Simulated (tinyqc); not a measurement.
Worked calculation: ROHF in the sto-3g basis, for NH, spin multiplicity 3. One step of it, computed by the program tinyqc.

Task: Iteration 1: building the Fock matrix. J_ij = sum D_kl (ij|kl) with D = D(alpha) + D(beta), K_ij = sum D_kl (ik|jl) for each spin; F = H + J - K(s); E = tr D H + tr D J / 2 - 0.5 sum_s tr D(s) K(s) + E_nn.

D(alpha) at the start, lower triangle:
```
            1N 1s      1N 2s    1N 2px    1N 2py    1N 2pz     2H 1s
1N 1s    1.331237
1N 2s   -0.307015   1.314040
1N 2px   0.000000   0.000000  0.620487
1N 2py   0.000000   0.000000  0.000000  0.620487
1N 2pz   0.006237  -0.024990  0.000000  0.000000  0.589704
2H 1s   -0.011656   0.042208  0.000000  0.000000  0.030329  0.605002
```

D(beta) at the start, lower triangle:
```
            1N 1s      1N 2s    1N 2px    1N 2py    1N 2pz     2H 1s
1N 1s    0.798742
1N 2s   -0.184209   0.788424
1N 2px   0.000000   0.000000  0.372292
1N 2py   0.000000   0.000000  0.000000  0.372292
1N 2pz   0.003742  -0.014994  0.000000  0.000000  0.353822
2H 1s   -0.006994   0.025325  0.000000  0.000000  0.018197  0.363001
```

core Hamiltonian H = T + V (hartree), lower triangle:
```
             1N 1s      1N 2s     1N 2px     1N 2py     1N 2pz      2H 1s
1N 1s   -24.692090
1N 2s    -5.678148  -6.746115
1N 2px    0.000000   0.000000  -5.359408
1N 2py    0.000000   0.000000   0.000000  -5.359408
1N 2pz   -0.014303  -0.167860   0.000000   0.000000  -5.476714
2H 1s    -1.256177  -2.684713   0.000000   0.000000  -2.094355  -3.861967
```

Two-electron integrals (ij|kl) in chemists' order, unique and non-zero (hartree):
```
(11|11) 4.166630   (21|11) 0.640849   (21|21) 0.117461   (22|11) 0.969864
(22|21) 0.220936   (22|22) 0.708245   (31|31) 0.020960   (32|31) 0.032452
(32|32) 0.156449   (33|11) 0.967124   (33|21) 0.220977   (33|22) 0.708086
(33|33) 0.762805   (41|41) 0.020960   (42|41) 0.032452   (42|42) 0.156449
(43|43) 0.041119   (44|11) 0.967124   (44|21) 0.220977   (44|22) 0.708086
(44|33) 0.680568   (44|44) 0.762805   (51|51) 0.020960   (52|51) 0.032452
(52|52) 0.156449   (53|53) 0.041119   (54|54) 0.041119   (55|11) 0.967124
(55|21) 0.220977   (55|22) 0.708086   (55|33) 0.680568   (55|44) 0.680568
(55|55) 0.762805   (61|11) 0.142278   (61|21) 0.025876   (61|22) 0.048412
(61|33) 0.048289   (61|44) 0.048289   (61|51) 0.001361   (61|52) 0.002553
(61|55) 0.048664   (61|61) 0.005797   (62|11) 0.343009   (62|21) 0.079089
(62|22) 0.279524   (62|33) 0.273830   (62|44) 0.273830   (62|51) 0.006628
(62|52) 0.050116   (62|55) 0.290652   (62|61) 0.017911   (62|62) 0.139837
(63|31) 0.008100   (63|32) 0.046702   (63|53) 0.010137   (63|63) 0.018619
(64|41) 0.008100   (64|42) 0.046702   (64|54) 0.010137   (64|64) 0.018619
(65|11) 0.268871   (65|21) 0.062781   (65|22) 0.236195   (65|33) 0.224846
(65|44) 0.224846   (65|51) 0.012703   (65|52) 0.086463   (65|55) 0.258635
(65|61) 0.014857   (65|62) 0.141926   (65|65) 0.160451   (66|11) 0.484465
(66|21) 0.113501   (66|22) 0.457890   (66|33) 0.436281   (66|44) 0.436281
(66|51) 0.012255   (66|52) 0.125805   (66|55) 0.500541   (66|61) 0.025998
(66|62) 0.287463   (66|65) 0.327191   (66|66) 0.774606
```

nuclear repulsion = 3.47816007 hartree

Give: Coulomb J; exchange K(alpha); exchange K(beta); F(alpha); F(beta); total energy of this density.

Result:

Coulomb J (hartree), lower triangle:
```
         1N 1s  1N 2s  1N 2px  1N 2py  1N 2pz  2H 1s
1N 1s   13.653
1N 2s    2.487  5.914
1N 2px   0.000  0.000   5.886
1N 2py   0.000  0.000   0.000   5.886
1N 2pz   0.012  0.125   0.000   0.000   5.950
2H 1s    0.550  2.365   0.000   0.000   2.042  4.031
```

exchange K(alpha) (hartree), lower triangle:
```
        1N 1s  1N 2s  1N 2px  1N 2py  1N 2pz  2H 1s
1N 1s   5.348
1N 2s   0.881  1.347
1N 2px  0.000  0.000   0.752
1N 2py  0.000  0.000   0.000   0.752
1N 2pz  0.010  0.089   0.000   0.000   0.834
2H 1s   0.214  0.671   0.000   0.000   0.450  0.803
```

exchange K(beta) (hartree), lower triangle:
```
        1N 1s  1N 2s  1N 2px  1N 2py  1N 2pz  2H 1s
1N 1s   3.209
1N 2s   0.529  0.808
1N 2px  0.000  0.000   0.451
1N 2py  0.000  0.000   0.000   0.451
1N 2pz  0.006  0.053   0.000   0.000   0.501
2H 1s   0.128  0.402   0.000   0.000   0.270  0.482
```

F(alpha) (hartree), lower triangle:
```
          1N 1s   1N 2s  1N 2px  1N 2py  1N 2pz   2H 1s
1N 1s   -16.387
1N 2s    -4.072  -2.179
1N 2px    0.000   0.000  -0.226
1N 2py    0.000   0.000   0.000  -0.226
1N 2pz   -0.013  -0.131   0.000   0.000  -0.361
2H 1s    -0.920  -0.990   0.000   0.000  -0.502  -0.634
```

F(beta) (hartree), lower triangle:
```
          1N 1s   1N 2s  1N 2px  1N 2py  1N 2pz   2H 1s
1N 1s   -14.248
1N 2s    -3.720  -1.640
1N 2px    0.000   0.000   0.075
1N 2py    0.000   0.000   0.000   0.075
1N 2pz   -0.009  -0.096   0.000   0.000  -0.028
2H 1s    -0.835  -0.722   0.000   0.000  -0.322  -0.313
```

total energy of this density = -54.42070 hartree

This density is the starting one; it is not idempotent, so its energy is not variational and may lie below the converged one.
